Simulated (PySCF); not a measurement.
## Magnetic susceptibility: `InChI=1S/C4H4ClN/c5-3-1-2-4-6/h1-2H,3H2/b2-1-`

Geometry (Å), atoms numbered from 1 in this order:
```xyz
10

N     2.7185   -1.2744   -0.3242
C     2.0450   -0.3338   -0.2374
C     1.2228    0.8285   -0.1347
C    -0.1176    0.7764   -0.0732
C    -0.9230   -0.4718   -0.1043
Cl   -1.9762   -0.5584    1.3420
H     1.7430    1.7902   -0.1157
H    -0.6740    1.7152    0.0070
H    -0.2926   -1.3706   -0.1194
H    -1.5872   -0.4868   -0.9809
```

Computed with GIAO CAM-B3LYP/pcseg-1 magnetisability, non-relativistic, IEF-PCM methanol in PySCF 2.14.0. Geometry: PBE0-D3(BJ)/def2-SVP.

(1) How diamagnetic is it, and how anisotropic?

(2) Split it along the inertial axes a, b, c into diamagnetic and paramagnetic parts about the centre of mass, with the quadrupole moment.

Results:

(1) Isotropic -995 × 10⁻³⁰ J/T², or -59.9 × 10⁻⁶ cm³/mol; principal values -1101, -976, -908 × 10⁻³⁰ J/T², anisotropy 169 × 10⁻³⁰ J/T² (root of half the summed squared differences of the principal values). The susceptibility is in cgs units.

(2) 
```
axis  χ (10⁻⁶ cm³/mol)  diamagnetic (10⁻⁶ cm³/mol)  paramagnetic (10⁻⁶ cm³/mol)  summed x² of all electrons (Å²)  quadrupole Θ (D Å)
   a             -60.7                      -251.0                        190.3                            193.2              -15.27
   b             -57.1                      -893.8                        836.7                             41.7               +7.45
   c             -61.9                      -996.8                        934.9                             17.4               +7.82
```
Anisotropies 2χaa − χbb − χcc = -2.4 and 2χbb − χaa − χcc = +8.5 × 10⁻⁶ cm³/mol. Θ is traceless in Buckingham's convention.
